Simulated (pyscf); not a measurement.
`[F][CH][F]` [doublet] + `[SiH4]` → `[F][CH]([F])[SiH3]` + `[H]` [doublet], a substitution at Si (doublet surface; H–Si broken, C–Si formed). Single points on ωB97X-D3(BJ)/def2-SVP structures (PySCF, gas phase). Energies in kJ/mol from the separated reactants.

Small-basis levels: PySCF, no dispersion term, spherical d functions. AM1 to PM7: differences of heats of formation from MOPAC, which are fitted to 298 K values and so differ in kind from electronic energies by zero-point and thermal terms. GFN2-xTB: tblite. Open shells are spin-unrestricted. 

```json
[
 {"level": "HF/3-21G", "barrier": "159.5", "reaction energy": "+50.6"},
 {"level": "HF/6-31G*", "barrier": "174.7", "reaction energy": "+68.9"},
 {"level": "SVWN5/6-31G*", "barrier": "-3.9", "reaction energy": "+44.1"},
 {"level": "BP86/6-31G*", "barrier": "52.6", "reaction energy": "+74.0"},
 {"level": "PBE/6-31G*", "barrier": "41.6", "reaction energy": "+55.5"},
 {"level": "B3LYP/STO-3G", "barrier": "140.3", "reaction energy": "+158.7"},
 {"level": "B3LYP/3-21G", "barrier": "75.2", "reaction energy": "+63.0"},
 {"level": "B3LYP/LANL2DZ", "barrier": "85.2", "reaction energy": "+64.4"},
 {"level": "B3LYP/6-31G*", "barrier": "79.5", "reaction energy": "+72.9"},
 {"level": "M06-2X/6-31G*", "barrier": "73.9", "reaction energy": "+47.9"},
 {"level": "GFN2-xTB", "barrier": "10.1", "reaction energy": "-3.7"},
 {"level": "PM6", "barrier": "59.7", "reaction energy": "+67.9"},
 {"level": "ωB97M-D3(BJ)/def2-TZVP", "barrier": "84.3", "reaction energy": "+58.0"}
]
```

Against the last row the barrier runs from -88.1 (SVWN5/6-31G*) to +90.5 kJ/mol (HF/6-31G*). At SVWN5/6-31G*, BP86/6-31G*, PBE/6-31G*, B3LYP/STO-3G, PM6 this geometry lies under one side, so the entry may be no barrier of that level: it is a single point on another level's saddle. ωB97M-D3(BJ)/def2-TZVP has limits of its own. The same reactants have a lower exit, to F–CH₂–F + SiH₃• (barrier +38.1 kJ/mol at ωB97M-D3(BJ)/def2-TZVP, against +84.3 kJ/mol here). This is the saddle that the search found; another between the same sides may lie lower. The angle at the attacked Si is 177°.
